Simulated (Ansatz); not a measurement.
# H3Si: the cost of one run

The runs use Ansatz 0.2.0, Gaussian basis; the settings change from run to run.

26 further runs of the same task are left out: 6 for a known fault of the program, 1 for a mislabelled method, 15 that didn't finish, 4 set aside as unsound or not needed.

### 1 The geometry

The geometry derives from a PBE0/def2-TZVP stationary point (not a proven minimum). One bond is set to the value named and the two fragments are kept rigid.

4 atoms, charge 1, spin multiplicity 1.

Atoms are counted from 1 here; the program's logs count them from 0.

Bond lengths: Si1–H2 1.472 Å, Si1–H4 1.472 Å. Angles: H2–Si1–H4 120.0°.

### 2 CCSD(T) on UHF/def2-TZVP

The input, in.yaml:

```yaml
crystal:
  periodic: [false, false, false]
  atoms:
    - {symbol: Si, position_ang: [0.021115, -0.035769, 0.000082]}
    - {symbol: H, position_ang: [1.493058, -0.021542, -0.000014]}
    - {symbol: H, position_ang: [-1.378873, 2.335838, -0.005353]}
    - {symbol: H, position_ang: [-0.702535, -1.317619, 0.003083]}
basis:
  gaussian: {orbitals: def2-TZVP}
total_charge: 1
magnetization: {spin_polarized: true, initial_magnetization: 0}
correlation: {method: ccsd_t, electrons: outside_noble_gas, diis_vectors: 12}
accuracy: high
output: {forces: true}
```

Started as:

```console
$ ansatz run in.yaml --threads 1 --pin off --events-out ev --progress --plain --max-ram 2393MiB
```

What time and memory should one allow on 1 thread of Intel Xeon Platinum 8259CL at 2.50GHz, shared host?

About 16 s, with a peak of 0.35 GiB.
